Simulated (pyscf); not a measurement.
Optimised with ωB97X-D3(BJ)/def2-SVP in PySCF.

Task: For the elementary gas-phase step HO–AlH₂ -> O=AlH + H₂ (singlet surface; Al–H, H–O broken, H–H formed), what barrier and reaction energy does ωB97M-D3(BJ)/def2-TZVP give, measured from the reactant's lowest minimum found?

Result: ΔE‡ = 2.88 eV, ΔE = +2.60 eV. Zero-point energy shifts the barrier by -0.10 eV. It is an elimination, with an imaginary mode of 975i cm⁻¹. At the saddle there is also a short Al–H contact that neither side keeps. O=AlH lies 1.90 eV over its isomer HO–Al [singlet] (electronic energy, ωB97M-D3(BJ)/def2-TZVP). One saddle was located; it need not be the lowest between these sides.
